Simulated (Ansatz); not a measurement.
Frontier orbitals of FH$_{5}$Si$_{2}$ (`F[SiH2][SiH3]`).

The species carries charge 0 and has multiplicity 1. The geometry is a stationary point of PBE0-D4/def2-TZVP. Basis def2-TZVPP, Ansatz.

Orbital energies of one run (eV). Highest occupied ones, from the top: -8.41, -9.58, -10.08, -10.22, -12.30, -12.67, -12.76, -14.81, -16.21, -33.12, -99.68, -99.68, -99.68, -100.46. Empty: -0.65, 0.18, 0.63, 1.05, 1.41, 2.10.

Q: Which functional gave them?
A. PBE0
B. B97M-V
C. BHLYP
D. LC-ωPBE

A: A. HOMO energies: PBE0 -8.41, LC-ωPBE -11.03, B97M-V -7.62, BHLYP -9.52 eV.

LC-ωPBE has ω = 0.4 bohr⁻¹.
